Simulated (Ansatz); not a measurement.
# UCCSD(T)/STO-3G run of [OF2]+ (SMILES F[O+]F)

Aim: the energy change on altering one bond length of [OF2]+ at UCCSD(T)/STO-3G, from 2 runs. 

Program for the calculation: Ansatz 0.2.0.

16 further runs of the same task are left out: 13 that didn't finish, 3 set aside as unsound or not needed.

## (1) The molecule

The species is [OF2]+ (3 atoms), meant as a doublet with charge +1. As SMILES, `F[O+]F`. The coordinates come from a GFN2-xTB relaxation.

Bond lengths: F1–O2 1.287 Å, O2–F3 1.287 Å. Angles: F1–O2–F3 110.7°.

## (2) The energy at UCCSD(T)/STO-3G

Input file input.yaml:

```yaml
crystal:
  periodic: [false, false, false]
  atoms:
    - {symbol: F, position_ang: [0.928320, -0.299370, 0.478940]}
    - {symbol: O, position_ang: [0.000600, 0.484920, 0.053430]}
    - {symbol: F, position_ang: [-0.928920, -0.185540, -0.532380]}
basis:
  gaussian: {orbitals: STO-3G}
total_charge: 1
magnetization: {spin_polarized: true, initial_magnetization: 1}
correlation: {method: ccsd_t, frozen_orbitals: {F: 1, O: 1}}
accuracy: high
scf: {omitted_lower_state_checks: [cluster_reference, increment]}
```

Started as:

```console
ansatz run input.yaml --threads 1 --pin off --max-ram 2610MiB --events-out events.jsonl --progress --plain --runs-dir runs
```

What it wrote, cut to the lines that bear on the results:

```text
Warning: RAYON_NUM_THREADS=1 ignored (pool sized by the plan → 1); use --threads N
Functional definition: HF
  name "HF"
[...]
250 factors; integrals over basis functions are off by at most 3.9e-8 eV
[...]
mean field -7331.64741778 eV, -269.4330730342 hartree, gradient 2.3e-8 eV, S^2 0.769504; 3 other end points of the search recorded, 0 dependent functions left out
3 core orbitals not correlated: weight in the atoms' cores, before any rotation towards them, 1.000 or more for the frozen orbitals, at most 0.000 for the correlated occupied ones
reference -7331.64741778 eV, -269.4330730342 hartree; 10, 9 occupied and 2, 3 virtual orbitals, 250 factors
second order -2.76534069 eV of doubles, -0.00000000 eV of singles
cycle   1  -3.30445785 eV  change   -5.4e-1 eV  update   9.4e-2
[...]
cycle  26  -4.02968400 eV  change  -6.9e-10 eV  update  4.6e-10
perturbative correction -0.11005711 eV, -0.0040445242 hartree
Total energy: -7335.78715889 eV, -269.5852057140 hartree
Checks for a lower state left out: cluster_reference, increment
```

Wall time 0.32 s (1 thread of Arm Neoverse V1, shared host).

## (3) The distorted shape, same level

Input file run.yaml:

```yaml
crystal:
  periodic: [false, false, false]
  atoms:
    - symbol: F
      position_ang: [1.160267, -0.495457, 0.585326]
    - symbol: O
      position_ang: [0.000600, 0.484920, 0.053430]
    - symbol: F
      position_ang: [-0.928920, -0.185540, -0.532380]
basis:
  gaussian:
    orbitals: STO-3G
total_charge: 1
magnetization:
  spin_polarized: true
  initial_magnetization: 1
correlation:
  method: ccsd_t
  frozen_orbitals: {F: 1, O: 1}
accuracy: high
scf:
  omitted_lower_state_checks: [cluster_reference, increment]
```

Started as:

```console
ansatz run run.yaml --threads 1 --pin off --max-ram 2610MiB --events-out events.jsonl --progress --plain --runs-dir runs
```

What it wrote, cut to the lines that bear on the results:

```text
Warning: RAYON_NUM_THREADS=1 ignored (pool sized by the plan → 1); use --threads N
[... 2 set-up lines as earlier in the session ...]
[...]
250 factors; integrals over basis functions are off by at most 5.2e-8 eV
[...]
mean field -7331.84283846 eV, -269.4402546117 hartree, gradient 6.0e-8 eV, S^2 1.375158; 20 other end points of the search recorded, 0 dependent functions left out
3 core orbitals not correlated: weight in the atoms' cores, before any rotation towards them, 1.000 or more for the frozen orbitals, at most 0.000 for the correlated occupied ones
reference -7331.84283846 eV, -269.4402546117 hartree; 10, 9 occupied and 2, 3 virtual orbitals, 250 factors
second order -1.86691674 eV of doubles, -0.00000000 eV of singles
cycle   1  -2.27733480 eV  change   -4.1e-1 eV  update   9.8e-2
[...]
cycle  54  -3.74663656 eV  change   -1.8e-9 eV  update  8.3e-10
perturbative correction -0.14661517 eV, -0.0053880082 hartree
Total energy: -7335.73609019 eV, -269.5833289739 hartree
Checks for a lower state left out: cluster_reference, increment
```

Wall time 0.81 s (1 thread of Arm Neoverse V1, shared host).

## (4) Results

At UCCSD(T)/STO-3G, 3 core orbitals frozen:

| quantity | value |
| --- | --- |
| first shape: total energy | -269.58521 Eh |
| first shape: correlation energy (3 core orbitals frozen) | -152.1 mEh |
| first shape: (T) correction | -4.04 mEh |
| first shape: ⟨S²⟩ of the reference determinant | 0.770 |
| first shape: T1 diagnostic | 0.042 |
| distorted shape: total energy | -269.58333 Eh |
| distorted shape: correlation energy (3 core orbitals frozen) | -143.1 mEh |
| distorted shape: (T) correction | -5.39 mEh |
| distorted shape: ⟨S²⟩ of the reference determinant | 1.375 |
| distorted shape: T1 diagnostic | 0.076 |
| energy change with the F1–O2 bond stretched from 1.287 to 1.609 Å | 0.051 eV |

What this shows: With the F1–O2 bond stretched from 1.287 to 1.609 Å the energy rises by 0.05 eV (4.9 kJ/mol). The first shape isn't relaxed at this level, so the change isn't measured from a minimum. The minimal basis adds a large error of its own. The triples (first shape) make up 2.7 % of the correlation energy. ⟨S²⟩ (distorted shape) is 1.38 where a pure doublet has 0.75: the reference is spin-contaminated. The T1 diagnostic (distorted shape) of 0.076 is above the customary mark for such species, so a single reference may not serve. The triples (distorted shape) make up 3.8 % of the correlation energy.
